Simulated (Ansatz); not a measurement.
Q: Predict a relaxed structure of Al₃, charge 0, doublet, at PBE0-D4/def2-TZVP (Ansatz).

A: 
```xyz
3

Al   -1.2692   -0.4254   -0.5578
Al    1.0187   -0.9824    0.3165
Al    0.2506    1.4078    0.2413
```
Point group D3h (tolerance 0.1 Å). This is one stationary point.

The structure comes from a short search, and lower isomers may exist.
